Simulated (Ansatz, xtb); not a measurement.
# Relative energy of two isomers of C2H6Al

Structure X is `[CH3][Al][CH3]`, a doublet and structure Y is `C[CH2][AlH]`, a doublet. Both are isolated molecules in the gas phase, relaxed with B3LYP-D3(BJ)/def2-SVP; the shapes shown needn't be the lowest conformers.

X (Å):

```xyz
9

C    -1.0329   -0.7921   -2.2543
C    -3.0935    0.6856   -0.0193
Al   -2.4106   -0.9851   -0.8409
H    -0.6896   -1.7415   -2.6927
H    -0.1518   -0.2676   -1.8395
H    -1.4282   -0.1594   -3.0709
H    -3.5447    1.3227   -0.8030
H    -2.2502    1.2564    0.4123
H    -3.8444    0.5342    0.7712
```

Y (Å):

```yaml
atoms:
  - { symbol: C, position_ang: [-1.3980, -0.6937, -1.5082] }
  - { symbol: C, position_ang: [-2.6454, -0.2300, -0.7387] }
  - { symbol: Al, position_ang: [-2.7312, 1.7298, -0.3921] }
  - { symbol: H, position_ang: [-1.4379, -1.7706, -1.7495] }
  - { symbol: H, position_ang: [-0.4742, -0.5308, -0.9279] }
  - { symbol: H, position_ang: [-1.2788, -0.1507, -2.4604] }
  - { symbol: H, position_ang: [-3.5608, -0.4508, -1.3258] }
  - { symbol: H, position_ang: [-2.7656, -0.7955, 0.2016] }
  - { symbol: H, position_ang: [-2.0835, 2.6967, -1.5106] }
```

Quicker runs give these differences E(Y) − E(X): GFN2-xTB −12.7 kJ/mol; HF/STO-3G +63.6 kJ/mol (at GFN2-xTB geometries); r2SCAN-D4/def2-SVP +55.6 kJ/mol (at GFN2-xTB geometries).

Problem. Estimate E(Y) − E(X) at the level CCSD(T)/def2-SVP + ΔMP2/def2-TZVPP.

Solution. Calculated at CCSD(T)/def2-SVP + ΔMP2/def2-TZVPP: E(Y) − E(X) = +58.7 kJ/mol, so structure X lies lower.

Level by level:

```
                             level               geometry  E(Y) − E(X) (kJ/mol)  departure from the last row (kJ/mol)  job, with rough time for the two
                          GFN2-xTB               GFN2-xTB                   −12.7                                 −71.4             optimisation, 0.088 s
                         HF/STO-3G               GFN2-xTB                   +63.6                                  +4.9              single point, 0.26 s
                r2SCAN-D4/def2-SVP               GFN2-xTB                   +55.6                                  −3.1               single point, 7.5 s
             B3LYP-D3(BJ)/def2-SVP  B3LYP-D3(BJ)/def2-SVP                   +50.9                                  −7.8                optimisation, 70 s
                       HF/def2-SVP  B3LYP-D3(BJ)/def2-SVP                   +47.6                                 −11.1           part of the CCSD(T) run
                      MP2/def2-SVP  B3LYP-D3(BJ)/def2-SVP                   +50.1                                  −8.6           part of the CCSD(T) run
                  CCSD(T)/def2-SVP  B3LYP-D3(BJ)/def2-SVP                   +46.6                                 −12.0                      single point
CCSD(T)/def2-SVP + ΔMP2/def2-TZVPP  B3LYP-D3(BJ)/def2-SVP                   +58.7                                                      single point, 24 s
```

As drawn, Y has 1 C–C, 1 Al–H in place of 1 C–Al, 1 C–H.

GFN2-xTB puts the two in the other order. The largest departure from CCSD(T)/def2-SVP + ΔMP2/def2-TZVPP is that of GFN2-xTB, 71.4 kJ/mol. The last row adds to CCSD(T) the change of the MP2 difference between the two basis sets, here +12.0 kJ/mol.

With harmonic frequencies from B3LYP-D3(BJ)/def2-SVP (ideal gas, rigid rotor, one conformer each, 600 K, 1 atm): on the last row, ΔE + ΔZPE = +58.5 kJ/mol. A mode under 50 cm⁻¹ makes harmonic enthalpies and free energies unreliable, so none is given.

Open shells are spin-unrestricted. The correlated steps freeze 7 core orbitals. Codes used: Ansatz 0.2.0, xtb 6.7.1; the last row on 1 thread of Arm Neoverse V2 on a shared host.
